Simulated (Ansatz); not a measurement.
**AlSiH₂+ (triplet): from Hartree-Fock to the top rungs, def2-QZVPP**

An exercise on one series of results from a longer session: the logs are not shown, and one member is left open.

The runs use Ansatz 0.2.0, Gaussian basis; def2-QZVPP, core rule «outside noble gas», up to 10 orbitals frozen.

The runs, in order: UHF; ROHF; CCSD(T) on UHF.

2 further runs of the same task are left out: 2 set aside as unsound or not needed.

## The geometry

The geometry is a PBE0/def2-TZVP stationary point (not a proven minimum) of the parent state, kept for this charge and spin.

4 atoms, charge 1, spin multiplicity 3.

Atoms are counted from 1 here; the program's logs count them from 0.

Bond lengths: Si1–Al2 2.453 Å, Al2–H3 1.595 Å, Al2–H4 1.595 Å. Angles: Si1–Al2–H3 120.0°, Si1–Al2–H4 120.0°, H3–Al2–H4 119.9°.

The first run:

File in.yaml:

```yaml
crystal:
  periodic: [false, false, false]
  atoms:
    - {symbol: Si, position_ang: [0.000000, 0.000000, 1.274311]}
    - {symbol: Al, position_ang: [0.000000, 0.000000, -1.178752]}
    - {symbol: H, position_ang: [0.000000, -1.380606, -1.976865]}
    - {symbol: H, position_ang: [0.000000, 1.380606, -1.976865]}
basis:
  gaussian: {orbitals: "def2-QZVPP.json"}
total_charge: 1
magnetization: {spin_polarized: true, initial_magnetization: 2}
hamiltonian: {xc: hf}
output: {orbitals: {seedname: orbitals}}
```

The run is started by

```
> ansatz run in.yaml --threads 1 --pin off --events-out ev --progress --plain --max-ram 2393MiB
```

Among the steps run: UHF; ROHF; CCSD(T) on UHF.

One of the session's tables, all rows but one given; the rest of the session is left out.

It belongs to the step «Misses and costs». 

| method | from UCCSD(T) (meV) |
| --- | --- |
| ROHF | +4782.7 |
| UHF | +4654.8 |
| UMP2 | +1021.9 |
| UCCSD | ? |
| UCCSD(T) | 0 |

**Question.** Estimate the row for UCCSD.

The run gave: from UCCSD(T) (meV): +152.1. In the column «from UCCSD(T) (meV)» it lies between UCCSD(T) (0) and UMP2 (+1021.9).
